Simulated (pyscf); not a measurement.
This saddle point was located with ωB97X-D3(BJ)/def2-SVP in PySCF.

```xyz
9

Cr    -0.9097    -0.4016    -0.2586
O     -1.4994     1.2796     0.5379
O     -1.0718    -1.2074     1.0272
O     -2.0147    -0.8119    -1.2198
O      0.6253    -0.9838    -0.8169
H     -1.2187     1.4288     1.4503
H      0.8512    -0.5192    -1.6408
F     -0.2473     1.3383    -1.2740
H     -0.8489     1.7050    -0.3257
```

Surface: singlet, charge 0. Lowest wavenumbers (cm⁻¹): 605i, 110, 249, 251, 329.

**Question.** Which two sides does it connect, and which bonds change?

**Answer.** O=Cr(=O)(OH)–OH + HF ⇌ O=Cr(=O)(OH)–F + H₂O, a four-centre exchange read from left to right: Cr–O, F–H broken and Cr–F, H–O formed. At ωB97M-D3(BJ)/def2-TZVP it lies +8.0 kcal/mol from the left side and +12.2 kcal/mol from the right (each side as separated species at their lowest minima found). On the reactant side the descent ends in a complex, 7.9 kcal/mol under the separated species and 15.6 kcal/mol under the saddle at ωB97X-D3(BJ)/def2-TZVP. One saddle was located; it need not be the lowest between these sides.
